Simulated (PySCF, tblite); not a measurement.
(CH3)2CHCH2F, C₄H₉F.
Numbering: `[CH3:1][CH:2]([CH3:3])[CH2:4][F:5]` (hydrogens: H6, H7, H8 on C1; H9 on C2; H10, H11, H12 on C3; H13, H14 on C4)

The geometry is computed with GFN2-xTB (gas phase).

(1) What internal coordinates does the optimisation give?

## Answers

(1) 
```
                  bond  length (Å)
          C1–C2, C2–C3       1.526
                 C2–C4       1.527
                 C4–F5       1.375
C1–H6 and 5 like bonds       1.088
                 C2–H9       1.096
        C4–H13, C4–H14       1.095
```

Bonds in one row agree within 0.01 Å and their mean is given. A selection of angles:
```
     angle  degrees
  C2–C1–H6    110.4
  H6–C1–H7    108.5
  C1–C2–C3    111.1
  C1–C2–C4    110.3
  C1–C2–H9    108.8
  C4–C2–H9    107.7
 C2–C3–H12    110.9
H10–C3–H11    108.3
  C2–C4–F5    110.7
 C2–C4–H13    111.4
 F5–C4–H13    106.6
 F5–C4–H14    106.4
H13–C4–H14    109.9
```

Torsions: C1–C2–C4–F5 65° (synclinal). The mirror-image conformer, all signs reversed, is as good.

All 3 C–C bonds measure 1.526 to 1.527 Å. Of the pairs four or more bonds apart, F5···H8 is among the closest relative to their van der Waals radii: 2.59 Å, 97 % of the sum of Bondi's values.

Point group: C1 (no symmetry element, even within 0.4 Å). Its GFN2-xTB frequencies are all real (lowest 103 cm⁻¹). The numbers are those of one conformer. 2 starts were optimised and ended at 0.00 and 0.51 kcal/mol (GFN2-xTB); the lowest of these is shown.
